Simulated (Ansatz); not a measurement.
Results of PBEsol (plane waves, PAW; Ansatz, a quantum-chemistry and plane-wave program) for hematite (α-Fe2O3).

Settings: plane-wave cutoff 500 eV, 10×10×10 k mesh, Fermi–Dirac smearing 0.05 eV, spin-polarised with opposed moments, scalar-relativistic PAW data made under PBE.

Cell (relaxed at this level):

```cif
data_Fe12O18
_chemical_formula_sum 'Fe12 O18'
_space_group_name_H-M_alt 'R-3c :H'
_space_group_IT_number 167
_space_group_name_Hall '-R 3 2"c'
_cell_length_a 4.91969
_cell_length_b 4.91969
_cell_length_c 13.64311
_cell_angle_alpha 90.000
_cell_angle_beta 90.000
_cell_angle_gamma 120.000
loop_
_atom_site_label
_atom_site_type_symbol
_atom_site_symmetry_multiplicity
_atom_site_Wyckoff_symbol
_atom_site_fract_x
_atom_site_fract_y
_atom_site_fract_z
_atom_site_occupancy
Fe1 Fe 12 c 0.00000 0.00000 0.14513 1
O1 O 18 e 0.30938 0.30938 0.25000 1
```
(The calculation used a cell of 10 atoms; values per cell refer to that cell.)

### Question
Estimate the magnetic moment (largest site, within a sphere) and band gap that the calculation returns.

### Answer

- magnetic moment (largest site, within a sphere) = 3.13 μB
- band gap = 0.35 eV (on the SCF k mesh)

Measured, for comparison: band gap 2.6 eV (temperature not stated, not corrected to a static lattice, photoemission and inverse photoemission; as tabulated in Parkinson (2016), arXiv:1602.06774). Computed (rounded) less measured: band gap -2.25 eV.

Note: a magnet's gap depends somewhat on the PAW data.

Moments are spin moments.

Static lattice: no zero-point or thermal effects.

It cost around 25 core-minutes (rough) of CPU time.
